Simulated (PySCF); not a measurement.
## Core-level binding energies of `[SiH3]C#P`

Species: CH₃PSi.
Geometry (GFN2-xTB, Å), atoms numbered from 1 in this order:
```xyz
6
CH3PSi angstrom
Si    -0.6490   -0.0163   -0.0081
C      1.1975    0.0313    0.0054
P      2.7583    0.0700    0.0156
H     -1.1286    1.2148   -0.6414
H     -1.0662   -1.1943   -0.7732
H     -1.1089   -0.1034    1.3801
```

Computed with delta-SCF UKS SCAN, pcX-2 on the ionised atom, pcseg-1 elsewhere, spin-free X2C in PySCF 2.14.0. Binding energies are ΔSCF values: E(core-ionised, relaxed orbitals) − E(ground state) at a fixed geometry, referred to the vacuum level.

**Question.** List the computed XPS lines with their assignment.

**Answer.** 
```json
{"atom(s)": "Si1", "bonded to": "C and 3 H", "level": "Si 2p3/2", "binding energy (eV)": "107.12", "2p1/2 (eV)": "107.74", "count": "1"}
{"atom(s)": "P3", "bonded to": "C (triple bond)", "level": "P 2p3/2", "binding energy (eV)": "136.64", "2p1/2 (eV)": "137.53", "count": "1"}
{"atom(s)": "C2", "bonded to": "P (triple bond) and Si", "level": "C 1s", "binding energy (eV)": "290.39", "2p1/2 (eV)": "–", "count": "1"}
{"atom(s)": "Si1", "bonded to": "C and 3 H", "level": "Si 1s", "binding energy (eV)": "1846.90", "2p1/2 (eV)": "–", "count": "1"}
{"atom(s)": "P3", "bonded to": "C (triple bond)", "level": "P 1s", "binding energy (eV)": "2150.14", "2p1/2 (eV)": "–", "count": "1"}
```

**Question.** Which effective nuclear charge Zeff reproduces each element's mean 1s value in the hydrogen-like formula E = 13.606 eV × Zeff²?

**Answer.** C (Z = 6): mean 290.4 eV, Zeff = 4.62, Z − Zeff = 1.38; Si (Z = 14): mean 1846.9 eV, Zeff = 11.65, Z − Zeff = 2.35; P (Z = 15): mean 2150.1 eV, Zeff = 12.57, Z − Zeff = 2.43. Means run over the listed sites, weighted by atom count.

The unrestricted hole states depart most from a pure doublet (⟨S²⟩ = 0.75; over 0.85 named) for C 1s of C2 (1.00), which makes this value less certain. For 2p shells one spin-free hole was relaxed; a mean-field spin–orbit operator and the ground-state splitting of the three 2p orbitals were then diagonalised within the shell. The shell's mean is (2 × 2p3/2 + 2p1/2)/3, and the degeneracies 2j + 1 give areas of 2:1. 2p1/2 minus 2p3/2 (ligand field included): Si 0.62 eV, P 0.89 eV. Isolated species at its GFN2-xTB geometry, gas phase.
